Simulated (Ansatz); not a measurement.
# AlClO (singlet): trial inputs and their diagnosis

4 inputs are run for AlClO (singlet) as typed; the log has to tell whether the result can be used and what must change.

Computed with Ansatz 0.2.0, Gaussian basis. Level: the settings change from run to run.

36 further runs of the same task are left out: 11 for a known fault of the program, 12 that didn't finish, 13 set aside as unsound or not needed.

## (1) What is computed

The geometry is a PBE0/def2-TZVP stationary point (not a proven minimum) of the parent state, kept for this charge and spin.

3 atoms, charge 0, spin multiplicity 1.

Atoms are counted from 1 here; the program's logs count them from 0.

Bond lengths: Al1–O2 1.750 Å, Al1–Cl3 2.102 Å. Angles: O2–Al1–Cl3 112.3°.

## (2) Try 1

in.yaml

```yaml
crystal:
  periodic: [false, false, false]
  atoms:
    - {symbol: Al, position_ang: [0.000000, -0.618067, 0.625527]}
    - {symbol: O, position_ang: [0.000000, 0.622582, 1.860209]}
    - {symbol: Cl, position_ang: [0.000000, 0.189419, -1.315542]}
basis:
  gaussian: {orbitals: cc-pVDZ}
correlation: {method: sc_nevpt2, electrons: valence, active_space: {window: {electrons: 2, orbitals: 2}, states: [{multiplicity: 1, irrep: 12, weights: [1]}]}}
accuracy: high
scf: {lower_state_search: off}
```

Command:

```sh
$ ansatz run in.yaml --threads 1 --pin off --events-out ev --progress --plain --max-ram 2393MiB
```

Output:

```text
Functional definition: HF
  name "HF"
  cite "Fock, Z. Phys. 61, 126 (1930) doi:10.1007/BF01340294"
  parent pbe
  exchange = exact_x
  correlation = 0
these checks for a lower state are left out or cut short: stability, starts, cluster_reference, orbital_swaps, neighbouring_geometries, increment
the irreps are read with x along [0.000, 1.000, 0.000], y along [0.000, 0.000, 1.000] and z along [1.000, 0.000, 0.000] of the geometry given
1012 factors; integrals over basis functions are off by at most 3.1e-9 eV
mean field evaluation 1: about -21115.6574 eV, gradient 5.2e1 eV
mean field evaluation 2: about -21115.7730 eV, gradient 5.2e1 eV
mean field evaluation 4: about -21122.6522 eV, gradient 5.2e0 eV
mean field evaluation 8: about -21122.8769 eV, gradient 1.5e0 eV
mean field evaluation 16: about -21122.9176 eV, gradient 3.3e-4 eV
mean field -21122.91759251 eV, -776.2529038969 hartree, gradient 2.2e-8 eV, S^2 0.000000; 0 other end points of the search recorded, 0 dependent functions left out
reference -21122.91759251 eV, -776.2529038969 hartree; 19, 19 occupied and 31, 31 virtual orbitals, 1012 factors
Error: the irrep 12 is not accepted for these orbitals, which take A', A'', or 1 to 2
```

Run time: 2 s. Hardware: 1 thread of Intel Xeon at 2.50GHz, shared host.

**Diagnosis.** The run stopped with an error. The symmetry label isn't in the molecule's group. Fix: name an irrep that the log lists.

## (3) Try 2

in.yaml

```yaml
crystal:
  periodic: [false, false, false]
  atoms:
    - {symbol: Al, position_ang: [0.000000, -0.618067, 0.625527]}
    - {symbol: O, position_ang: [0.000000, 0.622582, 1.860209]}
    - {symbol: Cl, position_ang: [0.000000, 0.189419, -1.315542]}
basis:
  gaussian: {orbitals: STO-3G}
correlation: {active_space: {window: {electrons: 2, orbitals: 2}, states: [{multiplicity: 1, irrep: E1u, weights: [1]}]}}
scf: {lower_state_search: off}
```

Same command.

Output:

```text
Functional definition: HF
  name "HF"
  cite "Fock, Z. Phys. 61, 126 (1930) doi:10.1007/BF01340294"
  parent pbe
  exchange = exact_x
  correlation = 0
these checks for a lower state are left out or cut short: stability, starts, cluster_reference, orbital_swaps, neighbouring_geometries, increment
the irreps are read with x along [0.000, 1.000, 0.000], y along [0.000, 0.000, 1.000] and z along [1.000, 0.000, 0.000] of the geometry given
398 factors; integrals over basis functions are off by at most 2.9e-8 eV
mean field evaluation 1: about -20872.0750 eV, gradient 4.1e1 eV
mean field evaluation 2: about -20872.0874 eV, gradient 4.1e1 eV
mean field evaluation 4: about -20881.2531 eV, gradient 1.0e1 eV
mean field evaluation 8: about -20881.9998 eV, gradient 2.8e-1 eV
mean field evaluation 16: about -20882.0002 eV, gradient 1.9e-6 eV
mean field -20882.00017064 eV, -767.3993519430 hartree, gradient 1.9e-6 eV, S^2 0.000000; 0 other end points of the search recorded, 0 dependent functions left out
reference -20882.00017064 eV, -767.3993519430 hartree; 19, 19 occupied and 4, 4 virtual orbitals, 398 factors
Error: the irrep E1u is not accepted for these orbitals, which take A', A'', or 1 to 2
```

It took 0.24 s on 1 thread of Intel Xeon at 2.50GHz, shared host.

**Diagnosis.** The run stopped with an error. The symmetry label isn't in the molecule's group. Cure: name an irrep that the log lists.

## (4) Try 3

in.yaml

```yaml
crystal:
  periodic: [false, false, false]
  atoms:
    - {symbol: Al, position_ang: [0.000000, -0.618067, 0.625527]}
    - {symbol: O, position_ang: [0.000000, 0.622582, 1.860209]}
    - {symbol: Cl, position_ang: [0.000000, 0.189419, -1.315542]}
basis:
  gaussian: {orbitals: cc-pVDZ}
magnetization: {spin_polarized: false}
correlation: {method: sc_nevpt2, electrons: outside_noble_gas}
output: {forces: true}
```

The command is unchanged.

Output:

```text
Error: this correlation method needs an active space: name one as the reference
```

It took 0.03 s on 1 thread of Intel Xeon at 2.50GHz, shared host.

What is wrong: The run was refused. This method needs an active space and has none. Cure: add an active_space block.

## (5) Try 4

in.yaml

```yaml
crystal:
  periodic: [false, false, false]
  atoms:
    - {symbol: Al, position_ang: [0.000000, -0.618067, 0.625527]}
    - {symbol: O, position_ang: [0.000000, 0.622582, 1.860209]}
    - {symbol: Cl, position_ang: [0.000000, 0.189419, -1.315542]}
basis:
  gaussian: {orbitals: def2-mTZVP, fitting: {mean_field: def2-universal-jkfit}}
magnetization: {spin_polarized: false}
correlation: {method: mp2, frozen_orbitals: {Al: 20}}
```

Launched as before.

Output:

```text
Functional definition: HF
  name "HF"
  cite "Fock, Z. Phys. 61, 126 (1930) doi:10.1007/BF01340294"
  parent pbe
  exchange = exact_x
  correlation = 0
Error: "frozen_orbitals" has no count for O
```

It took 0.09 s on 1 thread of Intel Xeon at 2.50GHz, shared host.

Diagnosis: The run was refused. The frozen-orbital counts are incomplete or too large. To mend it, leave frozen_orbitals out, or give each element a count that its core has.

## (6) How the runs ended

```tsv
try	level	ended	cause	time
1	NEVPT2(2,2)/cc-pVDZ	stopped by an error	the symmetry label isn't in the molecule's group	2 s
2	CASSCF(2,2)/STO-3G	stopped by an error	the symmetry label isn't in the molecule's group	0.24 s
3	'sc_nevpt2'/cc-pVDZ	refused	this method needs an active space and has none	0.03 s
4	MP2 on RHF/def2-mTZVP	refused	the frozen-orbital counts are incomplete or too large	0.09 s
```

2 stopped by an error, 2 refused.
